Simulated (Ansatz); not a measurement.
CsCl-type TlBr, treated with LDA (Ansatz, an electronic-structure program, plane waves, PAW).

Run with plane-wave cutoff 520 eV, 8×8×8 k mesh, perturbation theory, force constants from a 4×4×4 q mesh, scalar-relativistic PAW data made under PBE.

Problem. Estimate the zone-centre TO phonon frequency and zero-point energy that the calculation returns.

Solution. 
- zone-centre TO phonon frequency = 47 cm⁻¹
- zero-point energy = 0.011 eV/atom

Spin–orbit coupling is not included; it can shift volumes and moduli of such heavy elements.
